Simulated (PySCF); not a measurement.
O₂S.

```xyz
3

O      0.0000    -1.2387    -0.3658
S      0.0000     0.0000     0.3658
O      0.0000     1.2387    -0.3658
```
Charge 0, spin multiplicity 1.

Geometry: B3LYP-D3(BJ)/def2-TZVP.

Level of theory: PBE0/pcSseg-2 in PySCF. Non-relativistic, no solvent.

Computed absolute GIAO shielding of each atom: isotropic value and principal components (ppm):
```csv
atom,σ(iso),σ11,σ22,σ33,span
O1,-319.8,-879.1,-164.8,84.3,963.4
S2,-294.0,-594.0,-258.2,-29.7,564.3
O3,-319.9,-879.1,-164.8,84.3,963.4
```
